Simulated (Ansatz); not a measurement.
Relaxation of CH$_{3}$AlN (6 atoms, charge -1, multiplicity 1), to a largest force component of 0.02 eV/Å in at most 40 steps.

These are results of RKS PBE0-D4/def2-SVP (Ansatz 0.2.0), not measurements.

```xyz
6
Properties=species:S:1:pos:R:3
C 0.115 -0.225 -0.719
N -1.090 -0.736 0.301
Al -0.087 0.408 1.077
H -0.355 0.205 -1.622
H 0.694 -1.111 -1.040
H 0.722 1.459 2.002
```

**Question.** Where does it end, and by what steps?

**Answer.** The forces met the threshold. Limits of this set-up: an anion without diffuse functions. After 23 steps the energy has fallen by 2.366 eV; N2 moved furthest, 1.59 Å. Parted: C1–Al3 (1.91 → 3.07 Å).

| step | energy less start (eV) | largest force component (eV/Å) | accepted |
| --- | --- | --- | --- |
| 0 | 0.0000 | 1.398 | yes |
| 1 | -0.1677 | 0.928 | yes |
| 2 | -0.2862 | 1.246 | yes |
| 3 | -0.3954 | 0.455 | yes |
| 4 | -0.4679 | 1.781 | yes |
| 5 | -0.5922 | 2.375 | yes |
| 6 | -0.4876 | 5.911 | no |
| 7 | -0.7832 | 1.236 | yes |
| 8 | -0.9221 | 0.852 | yes |
| 9 | -1.0642 | 0.994 | yes |
| 10 | -1.3174 | 1.342 | yes |
| 11 | -1.6052 | 1.725 | yes |
| 12 | -1.9966 | 1.119 | yes |
| 13 | -2.1668 | 1.550 | yes |
| 14 | -2.2487 | 1.564 | yes |
| 15 | -2.3461 | 0.628 | yes |
| 16 | -2.3535 | 0.551 | yes |
| 17 | -2.3635 | 0.249 | yes |
| 18 | -2.3312 | 0.169 | no |
| 19 | -2.3652 | 0.099 | yes |
| 20 | -2.3657 | 0.055 | yes |
| 21 | -2.3657 | 0.025 | yes |
| 22 | -2.3660 | 0.040 | yes |
| 23 | -2.3661 | 0.003 | yes |

```xyz
6
Properties=species:S:1:pos:R:3
C -0.165 -0.548 -0.930
N 0.195 0.163 0.033
Al 0.920 1.284 1.283
H -0.876 -0.207 -1.727
H 0.186 -1.601 -1.095
H -0.260 0.908 2.436
```

Whether the end is a true minimum wasn't checked by a vibrational analysis.

Time of the run: 33 s on 1 thread of Arm Neoverse V1 (shared host), peak memory 0.12 GiB.
